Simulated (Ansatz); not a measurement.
Two isomers of C6H14O: A = `CCCCC(C)O`, B = `CC(C)C(C)(C)O`.

Computed with Ansatz on PBE0-D4/def2-TZVP structures; ΔE is electronic, products minus reactants. CBS: MP2 limit from def2 TZ/QZ plus the TZ coupled-cluster correction, frozen cores. DFT in def2-TZVPP. One conformer a species, not always the lowest.

A:

Z-matrix (Å, degrees):
```
C
C 1 1.519
H 1 1.094 2 111.1
H 1 1.092 2 111.7 3 120.3
H 1 1.094 2 111.0 3 -119.5
C 2 1.521 1 112.5 3 59.8
H 2 1.095 1 109.2 3 -178.1
H 2 1.097 1 109.7 3 -62.1
C 6 1.521 2 114.3 1 -176.6
H 6 1.096 2 108.8 1 -54.8
H 6 1.095 2 109.2 1 61.0
C 9 1.523 6 114.7 2 -65.8
H 9 1.099 6 109.5 2 172.7
H 9 1.097 6 109.8 2 56.6
C 12 1.516 9 111.8 6 179.4
O 12 1.419 9 111.5 6 -55.5
H 12 1.094 9 109.2 6 59.1
H 15 1.093 12 111.2 9 -60.1
H 15 1.096 12 110.6 9 59.4
H 15 1.091 12 110.5 9 179.3
H 16 0.962 12 107.9 9 -64.3
```

B:

```xyz
21

C    -1.642    0.796    0.209
C    -0.663   -0.082   -0.560
C    -0.315    0.558   -1.896
C     0.594   -0.475    0.248
C     0.213   -1.150    1.561
C     1.519    0.698    0.512
O     1.371   -1.388   -0.527
H    -2.509    1.027   -0.415
H    -2.010    0.317    1.118
H    -1.183    1.749    0.489
H    -1.174   -1.034   -0.769
H    -1.201    0.618   -2.532
H     0.056    1.578   -1.761
H     0.449   -0.014   -2.423
H    -0.496   -1.967    1.389
H    -0.243   -0.452    2.264
H     1.110   -1.566    2.025
H     1.012    1.483    1.075
H     2.380    0.361    1.093
H     1.890    1.118   -0.423
H     0.840   -2.176   -0.677
```

(1) Which isomer does CCSD(T)/CBS put lower? Give the gap. (Best estimate.)

(2) Give E(B) − E(A) in kcal/mol with CCSD/def2-TZVPP, CCSD(T)/def2-TZVPP, PBE-D4, CCSD(T)/def2-SVP, PBE0-D4, BLYP-D4, r2SCAN-D4. (Estimate.)

Largest T1 diagnostic: 0.009.

Answers

(1) Computed: B, by 3.9 kcal/mol.

(2) Computed: CCSD/def2-TZVPP -3.2, CCSD(T)/def2-TZVPP -4.0, PBE-D4 -2.5, CCSD(T)/def2-SVP -4.1, PBE0-D4 -2.6, BLYP-D4 -2.7, r2SCAN-D4 -3.6. None reverses the order clearly.

Leaving LDA and LC-ωPBE aside and taking each functional with its dispersion term where it has one, the values, not all of them listed here, spread over 2.0 kcal/mol, from B97M-V to B2PLYP. LDA lies −3.7 kcal/mol from PBE without D4. From BLYP to BHLYP (50 % exact exchange), in def2-TZVPP and without D4, E(B) − E(A) moves by −1.2 kcal/mol.
